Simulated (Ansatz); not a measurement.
How far each method lies from full CI for C2, singlet

Geometry: a point of a stretch scan, not a stationary point.

```xyz
2

C     0.0000    0.0000    0.0000
C     0.0000    0.0000    1.3900
```

Basis 6-31G; Ansatz 0.2.0. Correlated methods freeze the noble-gas cores, which leaves 8 electrons in 16 orbitals. R marks a restricted (for open shells ROHF) determinant, U an unrestricted one. Active spaces: valence = (8e, 8o) chosen from the atoms' valence shells; pair = (2e, 2o) about the gap.

Full CI is exact within this basis and frozen core; it isn't the basis-set limit. The frozen core follows each run's orbitals, which can shift R against U totals by a few meV.

Unrestricted rows (U) aren't spin-pure: their determinants' ⟨S²⟩ exceeds S(S+1) by up to 2.14, so they mix in states of higher spin. Coupled cluster chose its determinant by trial CCSD, here up to 1.55 eV above the lowest Hartree–Fock solution of its kind.

The UHF ⟨S²⟩ is 2.137. The T1 diagnostic (RCCSD) is 0.0475. The largest doubles amplitude (RCCSD) is 0.306.

```json
{"level": "UHF", "E − E(full CI) (meV)": "4278", "share of correlation (%)": "46.94", "wall time": "–"}
{"level": "UMP2", "E − E(full CI) (meV)": "2155", "share of correlation (%)": "73.28", "wall time": "–"}
{"level": "RCCSD*", "E − E(full CI) (meV)": "694", "share of correlation (%)": "91.39", "wall time": "–"}
{"level": "UCCSD*", "E − E(full CI) (meV)": "643", "share of correlation (%)": "92.03", "wall time": "–"}
{"level": "RCCSD(T)*", "E − E(full CI) (meV)": "36", "share of correlation (%)": "99.55", "wall time": "0.42 s"}
{"level": "UCCSD(T)*", "E − E(full CI) (meV)": "456", "share of correlation (%)": "94.35", "wall time": "2.2 s"}
{"level": "BCCD(T)*", "E − E(full CI) (meV)": "-17", "share of correlation (%)": "100.22", "wall time": "0.46 s"}
{"level": "RCCSDT", "E − E(full CI) (meV)": "68", "share of correlation (%)": "99.16", "wall time": "–"}
{"level": "UCCSDT*", "E − E(full CI) (meV)": "250", "share of correlation (%)": "96.90", "wall time": "–"}
{"level": "RCCSDT(Q)", "E − E(full CI) (meV)": "-51", "share of correlation (%)": "100.63", "wall time": "0.78 s"}
{"level": "UCCSDT(Q)*", "E − E(full CI) (meV)": "167", "share of correlation (%)": "97.93", "wall time": "5.5 s"}
{"level": "RCCSDTQ", "E − E(full CI) (meV)": "18", "share of correlation (%)": "99.78", "wall time": "3.7 s"}
{"level": "UCCSDTQ", "E − E(full CI) (meV)": "62", "share of correlation (%)": "99.23", "wall time": "33 s"}
{"level": "CASSCF (valence space)", "E − E(full CI) (meV)": "1102", "share of correlation (%)": "86.34", "wall time": "–"}
{"level": "NEVPT2 (valence space)", "E − E(full CI) (meV)": "304", "share of correlation (%)": "96.23", "wall time": "1.5 s"}
{"level": "MRCISD (valence space)", "E − E(full CI) (meV)": "27", "share of correlation (%)": "99.67", "wall time": "–"}
{"level": "MRCISD+Q (valence space)", "E − E(full CI) (meV)": "5", "share of correlation (%)": "99.94", "wall time": "2.2 s"}
```

An asterisk marks runs whose energy the program itself flagged as in doubt.

The correlation energy at full CI, counted from the determinant under the R cluster runs, is -8.064 eV. That run took 10 s on 1 thread of Arm Neoverse V1, shared host over 414,864 determinants.

Run but not shown, since their state, orbitals or frozen core can't be matched to the reference's or they repeat it: RHF, RMP2, CISD, CISDTQ, CASSCF (pair space), NEVPT2 (pair space), MRCISD (pair space), MRCISD+Q (pair space).

Times hold each run's SCF and search for its determinant on a shared host, so for small cases they say little of a method's own cost; they ran on 1 thread of Arm Neoverse V1. Some runs computed forces too.

Not variational, and here over 5 meV under the exact energy: BCCD(T), RCCSDT(Q).

The full-CI state has the irrep Ag of D2h, in the program's axes (one component, if the state is degenerate).

Natural occupations of full CI about the gap: 1.972 1.826 1.826 1.631 0.363 0.166 0.166 0.020 0.007 0.007; effectively unpaired electrons, Σ n²(2−n)², 1.11. No single determinant describes this state well, so single-reference rows can miss without a flag.
